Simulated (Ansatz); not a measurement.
## How methods differ on BNH2Cl (SMILES N[B]Cl)

BNH2Cl has 5 atoms, charge 0, and is taken as a doublet. SMILES: `N[B]Cl`. Geometry: optimised at wB97X-V/def2-SVP. This is one conformer, not always the lowest.

Quantity: the adiabatic ionisation energy (to the singlet cation, shapes relaxed at wB97X-V/def2-SVP, no zero-point term), in eV. The values are calculated.

| level | kind | program | value (eV) | CPU time (all runs) |
| --- | --- | --- | --- | --- |
| UHF/def2-TZVPP | Hartree–Fock | Ansatz | 6.55 | 3.1 s |
| USVWN5/def2-TZVPP | LDA | Ansatz | 6.77 | 2.6 s |
| UBLYP/def2-TZVPP | GGA | Ansatz | 6.67 | 5.1 s |
| UPBE/def2-TZVPP | GGA | Ansatz | 6.83 | 4.7 s |
| UB3LYP/def2-TZVPP | global hybrid | Ansatz | 6.88 | 5.8 s |
| UPBE0-D4/def2-TZVPP | global hybrid | Ansatz | 6.92 | 6.2 s |
| U-wB97M-V/def2-TZVPP | range-separated hybrid | Ansatz | 6.66 | 16 s |
| UB2PLYP/def2-TZVPP | double hybrid | Ansatz | 6.76 | 9.7 s |
| RPA@PBE/def2-TZVPP | RPA | Ansatz | 7.07 | 9.4 s |
| UMP2/def2-TZVPP | perturbation theory | Ansatz | 6.73 | 4.3 s |

The values span 6.55 to 7.07 eV. In so small a basis fixed costs decide the times, and correlated methods can beat functionals. Times are those of the runs behind each value, whatever else they computed, on shared processors of several kinds: orders of magnitude only.
